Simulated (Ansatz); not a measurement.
**C4H10O2, 16 atoms: a performance study**

Aim: measure how long a single point at HF takes on C4H10O2, and which launch flags, input keys and shares of the machine shorten it.

Program: Ansatz 0.2.0 (single point, HF, Gaussian basis). Host: Arm Neoverse N1, 56 cores, 56 hardware threads, 90 GiB; it was booked for these runs alone, one at a time. Each run is timed once from launch to exit, start-up included.

## 1. The system

A molecule of 16 atoms and 50 electrons, SMILES COCCOC, in the basis def2-tzvp.

## 2. Baseline

Input file input.yaml:

```yaml
crystal:
  periodic: [false, false, false]
  atoms:
    - { symbol: C, position_ang: [2.7400, 0.7000, -0.0100] }
    - { symbol: O, position_ang: [1.4500, 0.3700, 0.4800] }
    - { symbol: C, position_ang: [0.7300, -0.4700, -0.4400] }
    - { symbol: C, position_ang: [-0.6800, -0.7100, 0.0900] }
    - { symbol: O, position_ang: [-1.4900, 0.4400, -0.1700] }
    - { symbol: C, position_ang: [-2.7900, 0.3100, 0.3900] }
    - { symbol: H, position_ang: [3.3300, -0.2000, -0.1700] }
    - { symbol: H, position_ang: [3.2400, 1.3300, 0.7300] }
    - { symbol: H, position_ang: [2.6600, 1.2700, -0.9500] }
    - { symbol: H, position_ang: [1.2600, -1.4300, -0.5200] }
    - { symbol: H, position_ang: [0.7000, 0.0100, -1.4200] }
    - { symbol: H, position_ang: [-1.1200, -1.5700, -0.4300] }
    - { symbol: H, position_ang: [-0.6600, -0.9100, 1.1700] }
    - { symbol: H, position_ang: [-3.3000, -0.5600, -0.0300] }
    - { symbol: H, position_ang: [-2.7300, 0.2100, 1.4800] }
    - { symbol: H, position_ang: [-3.3600, 1.2100, 0.1600] }
basis:
  gaussian: { orbitals: def2-tzvp }
hamiltonian: { xc: hf }
```

Command:

```console
$ taskset -c 8-63 ansatz run input.yaml --backend cpu --max-ram 64GiB --events-out ev --progress --plain --runs-dir out
```

## 3. Change: x pbe

Changes to input.yaml since step 2:

```diff
@@ -21,2 +21,2 @@
   gaussian: { orbitals: def2-tzvp }
-hamiltonian: { xc: hf }
+hamiltonian: { xc: pbe }
```

## 4. Change: x r2scan

Changes to input.yaml since step 3:

```diff
@@ -21,2 +21,2 @@
   gaussian: { orbitals: def2-tzvp }
-hamiltonian: { xc: pbe }
+hamiltonian: { xc: r2scan }
```

## 5. Change: x pbe0

Changes to input.yaml since step 4:

```diff
@@ -21,2 +21,2 @@
   gaussian: { orbitals: def2-tzvp }
-hamiltonian: { xc: r2scan }
+hamiltonian: { xc: pbe0 }
```

## 6. Change: f 3

Changes to input.yaml since step 5:

```diff
@@ -21,2 +21,2 @@
   gaussian: { orbitals: def2-tzvp }
-hamiltonian: { xc: pbe0 }
+hamiltonian: { xc: { name: wB97M-V } }
```

## 7. Change: f 2

Changes to input.yaml since step 6:

```diff
@@ -21,2 +21,2 @@
   gaussian: { orbitals: def2-tzvp }
-hamiltonian: { xc: { name: wB97M-V } }
+correlation: { method: mp2 }
```

## 8. Change: f 3

Changes to input.yaml since step 7:

```diff
@@ -21,2 +21,3 @@
   gaussian: { orbitals: def2-tzvp }
-correlation: { method: mp2 }
+hamiltonian: { xc: pbe0 }
+correlation: { method: rpa }
```

## 9. Change: f 60

Changes to input.yaml since step 8:

```diff
@@ -21,3 +21,2 @@
   gaussian: { orbitals: def2-tzvp }
-hamiltonian: { xc: pbe0 }
-correlation: { method: rpa }
+correlation: { method: ccsd_t }
```

(Steps that only read results are left out.)

Q: Predict the timings and the best choice. Wanted: reference; best change; worst change.

As calculated:

| quantity | value |
| --- | --- |
| reference | 0.59 s on 56 threads |
| best change | none beyond the noise |
| worst change | f 60: 52 times as slow |

Changes under about 51 % are taken as noise (0.3 s of jitter at start-up on so short a run). No change beats the defaults here. f 60 costs most. The figures hold for this build, input and host.
